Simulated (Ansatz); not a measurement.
in.yaml

```yaml
crystal:
  periodic: [false, false, false]
  atoms:
    - {symbol: Al, position_ang: [0.000000, 0.000000, -2.127918]}
    - {symbol: Al, position_ang: [0.000000, 0.000000, 5.839082]}
    - {symbol: H, position_ang: [0.000000, 0.000000, -3.711165]}
basis:
  gaussian: {orbitals: cc-pVDZ}
magnetization: {spin_polarized: false, initial_magnetization: 3}
correlation: {method: ccsdtq, electrons: outside_noble_gas}
```

```sh
$ ansatz run in.yaml --threads 2 --pin off --events-out ev --progress --plain --max-ram 24576MiB --backend cuda --devices 0, --max-vram 18GiB
```

Output:

```
709 factors; integrals over basis functions are off by at most 1.6e-7 eV
mean field evaluation 1: about -13173.4445 eV, gradient 7.0e0 eV
mean field evaluation 2: about -13173.4462 eV, gradient 7.0e0 eV
mean field evaluation 4: about -13172.3546 eV, gradient 9.2e0 eV
mean field evaluation 8: about -13175.5152 eV, gradient 1.6e0 eV
mean field evaluation 16: about -13177.9194 eV, gradient 1.4e-4 eV
mean field evaluation 32: about -13177.9225 eV, gradient 3.5e-3 eV
mean field evaluation 64: about -13177.9099 eV, gradient 6.8e-1 eV
mean field evaluation 96: about -13177.9178 eV, gradient 5.0e-5 eV
mean field evaluation 128: about -13177.9205 eV, gradient 5.1e-1 eV
mean field evaluation 160: about -13177.9224 eV, gradient 1.0e-2 eV
...
cycle   7  -2.80867415 eV  change   -1.0e-3 eV  update   2.4e-4
cycle   8  -2.80848394 eV  change    1.9e-4 eV  update   7.7e-5
cycle   9  -2.80839968 eV  change    8.4e-5 eV  update   3.7e-5
cycle  10  -2.80844051 eV  change   -4.1e-5 eV  update   1.7e-5
cycle  11  -2.80844031 eV  change    2.0e-7 eV  update   8.1e-6
cycle  12  -2.80844543 eV  change   -5.1e-6 eV  update   4.7e-6
cycle  13  -2.80844455 eV  change    8.8e-7 eV  update   3.2e-6
cycle  14  -2.80844188 eV  change    2.7e-6 eV  update   2.2e-6
cycle  15  -2.80844251 eV  change   -6.3e-7 eV  update   1.2e-6
cycle  16  -2.80844273 eV  change   -2.3e-7 eV  update   5.4e-7
Total energy: -13180.73092917 eV, -484.3829274269 hartree
```

For the same geometry and basis full CI lies 0.0 meV higher.

Ran on 2 threads of AMD EPYC 7R13 with a shared H100 80 GB, shared host: 18 s wall, 0.87 GiB peak host memory.
